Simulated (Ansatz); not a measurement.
Molecule (SMILES): Cl[CH]Cl, doublet.
Atoms: C1, Cl2, Cl3, H4. Bonds: C1-Cl2, C1-Cl3, C1-H4.

Basis-set convergence of the lowest harmonic wavenumber at HF with Ansatz (a program for electronic structure). Each level at its own minimum, finite differences of forces, unscaled; the reference is a large set that could be run, not a limit. All functions are spherical. The program fits the integrals of some runs and decomposes those of others, by size. Open shells are unrestricted. No added dispersion term, no relativity. Reference: the value in aug-pcseg-2, 316 cm⁻¹, itself unsure by roughly 2 cm⁻¹ (its distance from def2-TZVPPD). Deviations are taken from unrounded values.

| basis | functions |
|---|---|
| pcseg-0 | 37 |
| def2-SV(P) | 52 |
| def2-SVP | 55 |
| pcseg-1 | 55 |
| aug-pcseg-1 | 86 |
| def2-TZVP | 111 |
| pcseg-2 | 112 |
| def2-TZVPP | 129 |
| aug-pcseg-2 | 169 |

Question: Which is the smallest set listed that can be trusted to 20 cm⁻¹ here, that is, within that of the reference together with its larger relatives (same family, alike in diffuse functions; a set with none to test it counts only in the reference's own line)?

Answer: The smallest set listed that lies within 20 cm⁻¹ of the reference with all its larger relatives (same family, alike in diffuse functions; a set with none counts only in the reference's own line) is def2-SV(P) (52 functions, 0 cm⁻¹ off). Value minus reference: pcseg-0 -62, def2-SV(P) 0, def2-SVP 1, pcseg-1 5, aug-pcseg-1 3, def2-TZVP 1, pcseg-2 1, def2-TZVPP 1, aug-pcseg-2 0 cm⁻¹.
